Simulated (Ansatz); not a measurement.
This script makes the interaction energy of a dimer with the counterpoise correction of H3OP, SMILES OP with the Python package of Ansatz (0.2.0).

`run_dimer.py`:
```python
import logging
import sys

import ansatz as az

logging.basicConfig(stream=sys.stdout, format='%(levelname)s:%(name)s:%(message)s')
log = logging.getLogger('ansatz_job')
log.setLevel(logging.INFO)

FIRST = [
    ('O', (0.5371, -0.4158, 0.8197)),
    ('P', (0.0848, 0.2992, -0.6103)),
    ('H', (0.8546, -1.2581, 0.664)),
    ('H', (-1.1577, -0.1897, -0.7255)),
    ('H', (-0.3189, 1.5642, -0.1478)),
]
SECOND = [
    ('O', (-2.413, -0.1756, 1.4347)),
    ('P', (-2.3802, -1.8133, 1.7134)),
    ('H', (-2.6567, -0.0081, 0.5704)),
    ('H', (-1.1469, -2.0942, 1.2705)),
    ('H', (-2.0336, -1.8344, 3.076)),
]

def energy(atoms, ghosts=()):
    molecule = az.Crystal.molecule()
    for symbol, xyz in atoms:
        molecule = molecule.atom(symbol, xyz)
    calc = (
        molecule.calculation()
        .basis(gaussian='cc-pVDZ')
        .functional('b3lyp')
        .scf(lower_state_search='standard')
    )
    deck = calc.input()
    if ghosts:
        deck = deck.set(az.key.basis.gaussian.ghost_atoms, [{'symbol': s, 'position_ang': list(xyz)} for s, xyz in ghosts])
    return az.Session.from_dict(deck).plan().execute().report['free_energy_ev']

both = energy(FIRST + SECOND)
alone = energy(FIRST) + energy(SECOND)
ghosted = energy(FIRST, SECOND) + energy(SECOND, FIRST)
log.info(f'dimer {both:.6f} eV')
log.info(f'interaction, uncorrected   {23.060548 * (both - alone):8.3f} kcal/mol')
log.info(f'interaction, counterpoise  {23.060548 * (both - ghosted):8.3f} kcal/mol')
log.info(f'basis-set superposition    {23.060548 * (alone - ghosted):8.3f} kcal/mol')
```

How large is the interaction at this pose, and how much of it is basis-set superposition?

Uncorrected it is 1.031 kcal/mol, with the counterpoise correction 5.403 kcal/mol; the difference, 4.37 kcal/mol, is the superposition error. In this basis both values are repulsive.

The run itself:

Running `python run_dimer.py` prints:
```text
INFO:ansatz_job:dimer -22769.161314 eV
INFO:ansatz_job:interaction, uncorrected      1.031 kcal/mol
INFO:ansatz_job:interaction, counterpoise     5.403 kcal/mol
INFO:ansatz_job:basis-set superposition       4.371 kcal/mol
```

Reading the output:
- These settings explore the input space; basis and method may be short of convergence.
- The dimer is a generated trial pose of unrelaxed monomers, not a minimum, so the figure is no binding energy, and the basis set is small.
- b3lyp holds the VWN-RPA fit, as in Gaussian; the form of ORCA and Turbomole is b3lyp5.
- This level lacks the dispersion part of the attraction (electrostatics and induction are there), which can decide the sign where the interaction is weak.
- Finished in 8.2 s on 1 thread of Arm Neoverse V2, on a shared host, peak memory 0.24 GiB.

(Lines on the test bed's own set-up are left out of the output.)
